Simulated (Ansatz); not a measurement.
Geometry optimisation, Ansatz 0.2.0, RKS BHLYP/def2-mTZVP.

Input file:

```yaml
crystal:
  periodic: [false, false, false]
  atoms:
    - { symbol: B, position_ang: [0.11332, -0.041939, 0.290084] }
    - { symbol: H, position_ang: [-0.058772, -0.227718, 1.448913] }
    - { symbol: C, position_ang: [1.630384, 0.04271, -0.129233] }
    - { symbol: H, position_ang: [2.049851, -0.958871, 0.005434] }
    - { symbol: H, position_ang: [1.817276, 0.335457, -1.154534] }
    - { symbol: H, position_ang: [2.205217, 0.681612, 0.536061] }
    - { symbol: C, position_ang: [-1.112671, 0.028815, -0.671082] }
    - { symbol: H, position_ang: [-1.748772, -0.844091, -0.531149] }
    - { symbol: H, position_ang: [-1.748542, 0.870639, -0.397513] }
    - { symbol: H, position_ang: [-0.870892, 0.113286, -1.722781] }
basis:
  gaussian: { orbitals: def2-mTZVP }
hamiltonian:
  xc: { name: BHLYP }
relax:
  f_tol: 0.03
  max_steps: 50
output:
  orbitals: {}
```

Command:

```bash
$ ansatz run input.yaml --threads 1 --pin off --max-ram 2048MiB --backend cpu --events-out ev --progress --plain --runs-dir out
```

Q: Where does it end, and by what steps?

A: The forces met the threshold. The force dipped under the threshold on the way, but the program's further checks kept it going. After 13 steps the energy has fallen by 0.017 eV; H9 moved furthest, 0.19 Å.

| step | energy less start (eV) | largest force component (eV/Å) | accepted |
| --- | --- | --- | --- |
| 0 | 0.0000 | 0.616 | yes |
| 1 | -0.0124 | 0.212 | yes |
| 2 | -0.0085 | 0.255 | no |
| 3 | -0.0144 | 0.120 | yes |
| 4 | -0.0152 | 0.079 | yes |
| 5 | -0.0156 | 0.010 | yes |
| 6 | -0.0139 | 0.222 | no |
| 7 | -0.0158 | 0.042 | yes |
| 8 | -0.0156 | 0.137 | no |
| 9 | -0.0152 | 0.065 | no |
| 10 | -0.0159 | 0.014 | yes |
| 11 | -0.0161 | 0.056 | yes |
| 12 | -0.0159 | 0.108 | no |
| 13 | -0.0165 | 0.021 | yes |

```xyz
10
Properties=species:S:1:pos:R:3
B 0.122 -0.086 0.315
H -0.104 -0.271 1.471
C 1.609 0.067 -0.125
H 2.057 -0.930 -0.108
H 1.752 0.460 -1.126
H 2.200 0.652 0.573
C -1.089 -0.013 -0.663
H -1.840 -0.771 -0.457
H -1.597 0.939 -0.488
H -0.832 -0.047 -1.716
```

Whether the end is a true minimum wasn't checked by a vibrational analysis.

The run took 30 s on 1 thread of Arm Neoverse V2, with other jobs on the host, peak memory 0.13 GiB.
